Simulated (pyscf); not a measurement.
HO–Si:–F [singlet] + H• → [O=Si–F]• + H₂ (hydrogen abstraction; doublet surface; H–O broken, H–H formed). PySCF, gas phase, ωB97X-D3(BJ)/def2-SVP geometries. Rate constants from transition-state theory, ωB97M-D3(BJ)/def2-TZVP energies (ideal gas, 1 atm, RRHO with modes under 100 cm⁻¹ raised to 100, one conformer, R ln 2 for chiral ones without a mode under 150 cm⁻¹; no tunnelling), k in cm³ molecule⁻¹ s⁻¹.

| T (K) | 1000/T | log10 k |
|---|---|---|
| 298 | 3.354 | -20.94 |
| 600 | 1.667 | -15.63 |
| 900 | 1.111 | ? |
| 1200 | 0.833 | -12.78 |

### Question
Fit an Arrhenius line to the three values, give the activation energy, and predict k at 900 K.

### Answer
Least squares gives log10 k = -10.16 − 3.22 × 1000/T, so Ea = 3.22 × ln 10 × 1.987 = 14.7 kcal/mol, against an electronic barrier of 15.1. At 900 K the line gives -13.74; the computed value is -13.77 (ΔG‡ = 33.5 kcal/mol), close to the line. One saddle was located; it need not be the lowest between these sides. The angle at the transferred H is 171°.
